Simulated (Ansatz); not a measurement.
```xyz
7

C     0.0051   -0.0390   -0.7607
C     0.0487    0.6511    0.4855
C    -0.0194   -0.7099    0.5516
H     0.9028    0.0027   -1.4286
H    -0.9476    0.0258   -1.5812
H     0.0554    1.5801    1.0156
H    -0.0220   -1.5030    1.0028
```

RHF on singlet C₃H₄ was run in several spherical basis sets with Ansatz (development build ahead of 0.2.0). Caution for RHF: no unrestricted run beside it, a lower state can exist; stretched shape with no unrestricted run beside it, a lower state can exist.

(1) Rank the basis sets by the total energy that they give, lowest first, with the distance from the lowest.
A. def2-SVP
B. 6-31G
C. cc-pVDZ
D. STO-3G

Results:

(1) C (0.00 eV), B (1.81 eV), A (2.52 eV), D (39.39 eV).

Totals follow the description of the cores as much as that of the bonds, so this order isn't one of quality for chemistry.
